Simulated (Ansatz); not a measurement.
**HC–O–Si, quartet: vertical spin and charge gaps**

Geometry (PBE0/def2-TZVP stationary point for this spin, not checked as a minimum):

```xyz
4

C     0.0000   -0.3103    1.6466
O     0.0000    0.3518    0.5441
Si    0.0000   -0.0732   -1.1086
H     0.0000    0.1527    2.6323
```

Basis cc-pVDZ; Ansatz 0.2.0. Correlated methods freeze the noble-gas cores. R marks a restricted (for open shells ROHF) determinant, U an unrestricted one.

Gaps are energies of the second state less the first, at fixed atoms, for a selection of the levels run; each method lands on the state that its own search finds for that charge and spin.

For open shells CISD is restricted-active-space CI with the open shells as a complete middle space. A value is left out where its run failed or describes another state than the reference as far as symmetry and spin tell, or, spin-broken singlets apart, can't be checked.

**Question.** PBE gives 10.736 eV for removing an electron, to the quintet. Estimate what UCCSDT(Q) gives in cc-pVDZ.

**Answer.** UCCSDT(Q) in cc-pVDZ gives 10.402 eV, so against it PBE is off by 0.334 eV, of which a good part can be the reference's own basis and frozen-core error.

```json
{"level": "RCCSD", "gap (eV)": "10.445", "error (meV)": "43"}
{"level": "RCCSD(T)", "gap (eV)": "10.408", "error (meV)": "6"}
{"level": "UCCSD(T)", "gap (eV)": "10.409", "error (meV)": "7"}
{"level": "BCCD(T)", "gap (eV)": "10.414", "error (meV)": "12"}
{"level": "r2SCAN", "gap (eV)": "10.510", "error (meV)": "108"}
{"level": "PBE0", "gap (eV)": "10.772", "error (meV)": "370"}
{"level": "B3LYP", "gap (eV)": "10.989", "error (meV)": "587"}
{"level": "r2SCANh", "gap (eV)": "10.554", "error (meV)": "152"}
{"level": "RPA-PBE", "gap (eV)": "10.634", "error (meV)": "232"}
```

**Question.** PBE gives 6.911 eV for removing an electron, to the triplet. Estimate what UCCSDT(Q) gives in cc-pVDZ.

**Answer.** UCCSDT(Q) in cc-pVDZ gives 6.711 eV, so against it PBE is off by 0.200 eV, of which a good part can be the reference's own basis and frozen-core error.

Large singles or doubles amplitudes warn of static correlation in the HC–O–Si⁺ triplet.

```json
{"level": "RHF", "gap (eV)": "6.809", "error (meV)": "98"}
{"level": "UHF", "gap (eV)": "6.877", "error (meV)": "166"}
{"level": "UMP2", "gap (eV)": "6.744", "error (meV)": "33"}
{"level": "RCCSD", "gap (eV)": "6.811", "error (meV)": "100"}
{"level": "RCCSDT(Q)", "gap (eV)": "6.717", "error (meV)": "6"}
{"level": "PBE0", "gap (eV)": "7.057", "error (meV)": "346"}
{"level": "B3LYP", "gap (eV)": "6.949", "error (meV)": "238"}
{"level": "CAM-B3LYP", "gap (eV)": "7.042", "error (meV)": "331"}
{"level": "wB97M-V", "gap (eV)": "6.783", "error (meV)": "72"}
```

**Question.** PBE gives 4.151 eV for sextet less quartet. Estimate what UCCSDT(Q) gives in cc-pVDZ.

**Answer.** UCCSDT(Q) in cc-pVDZ gives 3.752 eV, so against it PBE is off by 0.399 eV, of which a good part can be the reference's own basis and frozen-core error.

| level | gap (eV) | error (meV) |
| --- | --- | --- |
| RHF | 2.511 | -1241 |
| UHF | 2.591 | -1161 |
| RMP2 | 3.404 | -348 |
| UMP2 | 3.403 | -349 |
| CISD | 3.299 | -453 |
| RCCSD | 3.653 | -99 |
| UCCSD | 3.653 | -99 |
| RCCSD(T) | 3.726 | -26 |
| UCCSD(T) | 3.726 | -26 |
| BCCD(T) | 3.732 | -20 |
| RCCSDT | 3.742 | -10 |
| UCCSDT | 3.741 | -11 |
| RCCSDT(Q) | 3.748 | -4 |
| r2SCAN | 3.691 | -61 |
| PBE0 | 3.867 | 115 |
| B3LYP | 4.213 | 461 |
| CAM-B3LYP | 4.111 | 359 |
| wB97M-V | 4.297 | 545 |
| B2PLYP | 4.007 | 255 |
| RPA-PBE | 4.038 | 286 |

In so small a basis the reference is far from its limit while semilocal and hybrid functionals are nearer theirs (RPA and double hybrids share part of the reference's basis error), so the functionals' errors here hold much of the reference's basis and frozen-core error, which can add to them or hide them.

Full CI isn't at hand for all of this; UCCSDT(Q) serves as the reference, and is uncertain by the last step of the cluster series or more. The frozen core follows each run's orbitals, which can shift R against U totals by a few meV.
